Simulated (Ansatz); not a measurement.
**CHN (singlet): from Hartree-Fock to the top rungs at distance N1–C2 = 3.890 Å, 6-31G**

How much of the correlation energy of CHN (singlet) does each wave-function method recover here?

Program: Ansatz 0.2.0, Gaussian basis. Level of theory: 6-31G, core rule «outside noble gas», up to 2 orbitals frozen. These are calculated values, not measurements.

Plan: UHF; CCSD(T) on RHF; CCSD(T) on UHF; BCCD(T) on RHF; CISD; CCSDT(Q) on RHF; CCSDT(Q) on UHF; CISDTQ; CASSCF and MRCISD+Q, 2 electrons in 2 orbitals; CASSCF and NEVPT2, 2 electrons in 2 orbitals; CASSCF and MRCISD+Q, 10 electrons in 9 orbitals; CASSCF and NEVPT4(SD), 10 electrons in 9 orbitals; CASSCF and NEVPT2, 10 electrons in 9 orbitals; Full CI.

20 further runs of the same task are left out: 16 that didn't finish, 4 set aside as unsound or not needed.

### Step 1. The geometry

The geometry derives from a PBE0/def2-TZVP stationary point (not a proven minimum). One bond is set to the value named and the two fragments are kept rigid.

3 atoms, charge 0, spin multiplicity 1.

Atoms are counted from 1 here; the program's logs count them from 0.

Bond lengths: N1–H3 0.997 Å.

As a file:

```mol
CHN
  3D, bonds by distance, orders not assigned

  3  1  0  0  0  0  0  0  0  0999 V2000
    0.0000    0.0000    0.9643 N   0  0
    0.0000    0.0000   -2.9257 C   0  0
    0.0000    0.0000    1.9613 H   0  0
  1  3  8  0
M  END
```

### Step 2. UHF

Contents of in.yaml:

```yaml
crystal:
  periodic: [false, false, false]
  atoms:
    - {symbol: N, position_ang: [0.000000, 0.000000, 0.964337]}
    - {symbol: C, position_ang: [0.000000, 0.000000, -2.925663]}
    - {symbol: H, position_ang: [0.000000, 0.000000, 1.961326]}
basis:
  gaussian: {orbitals: 6-31G}
magnetization: {spin_polarized: true, initial_magnetization: 0}
hamiltonian: {xc: hf}
output: {orbitals: {seedname: orbitals}}
```

Started as:

```sh
$ ansatz run in.yaml --threads 1 --pin off --events-out ev --progress --plain --max-ram 2393MiB
```

After this run come: CCSD(T) on RHF; CCSD(T) on UHF; BCCD(T) on RHF; CISD; CCSDT(Q) on RHF; CCSDT(Q) on UHF; CISDTQ; CASSCF and MRCISD+Q, 2 electrons in 2 orbitals; CASSCF and NEVPT2, 2 electrons in 2 orbitals; CASSCF and MRCISD+Q, 10 electrons in 9 orbitals; CASSCF and NEVPT4(SD), 10 electrons in 9 orbitals; CASSCF and NEVPT2, 10 electrons in 9 orbitals; Full CI.

Before running them: what should the planned runs give, taken together? Wanted: FCI below the RHF energy; RMP2 from FCI; UMP2 from FCI; RCCSD from FCI; RCCSD(T) from FCI; UCCSD(T) from FCI; UCCSDT(Q) from FCI; NEVPT2 valence from FCI; NEVPT4(SD) valence from FCI.

**Answer**, as computed:

| quantity | value |
| --- | --- |
| FCI below the RHF energy | -8.2062 eV |
| RMP2 from FCI | +511.9 kJ/mol |
| UMP2 from FCI | +70.4 kJ/mol |
| RCCSD from FCI | +381.1 kJ/mol |
| RCCSD(T) from FCI | +364.0 kJ/mol |
| UCCSD(T) from FCI | +0.8 kJ/mol |
| UCCSDT(Q) from FCI | -0.1 kJ/mol |
| NEVPT2 valence from FCI | +49.8 kJ/mol |
| NEVPT4(SD) valence from FCI | +6.5 kJ/mol |
| MRCISD+Q valence from FCI | +0.1 kJ/mol |
| levels within 1 kcal/mol (43 meV) | UCCSD, UCCSD(T), UCCSDT, UCCSDT(Q), MRCISD+Q valence |
| T1 diagnostic | 0.004 |
| effectively unpaired electrons | 4.03 |

**Reading.** RCCSD(T) lands +364.0 kJ/mol from the yardstick (46.0 % of the correlation energy). CCSD(T) misses by +364.0 kJ/mol on the restricted determinant and by +0.8 kJ/mol on the unrestricted one; the two need not hold the same state or core. The occupations show strong static correlation (4.0 unpaired electrons where one determinant has 0). Of the multireference levels listed MRCISD+Q valence comes nearest in total energy (+0.1 kJ/mol), which doesn't show that its space is the better one. These misses are within one basis, not against nature.
